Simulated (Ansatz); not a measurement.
# MgS: the cost of one run

Program: Ansatz 0.2.0, Gaussian basis. Level of theory: def2-QZVPP, core rule «outside noble gas», up to 10 orbitals frozen. These are calculated values, not measurements.

Plan: UHF; ROHF; CCSD(T) on UHF.

2 further runs of the same task are left out: 2 set aside as unsound or not needed.

## 1. The system

The geometry is a PBE0/def2-TZVP stationary point (not a proven minimum) of the parent state, kept for this charge and spin.

2 atoms, charge 0, spin multiplicity 5.

Atoms are counted from 1 here; the program's logs count them from 0.

Bond lengths: S1–Mg2 2.340 Å.

## 2. UHF

Input file in.yaml:

```yaml
crystal:
  periodic: [false, false, false]
  atoms:
    - {symbol: S, position_ang: [0.000000, 0.000000, 0.000000]}
    - {symbol: Mg, position_ang: [0.000000, 0.000000, 2.340400]}
basis:
  gaussian: {orbitals: "def2-QZVPP.json"}
magnetization: {spin_polarized: true, initial_magnetization: 4}
hamiltonian: {xc: hf}
output: {orbitals: {seedname: orbitals}}
```

Run with:

```console
$ ansatz run in.yaml --threads 1 --pin off --events-out ev --progress --plain --max-ram 2393MiB
```

Q: Estimate wall time and peak memory on 1 thread of Arm Neoverse V1, shared host.

About 11 s, with a peak of 0.28 GiB.
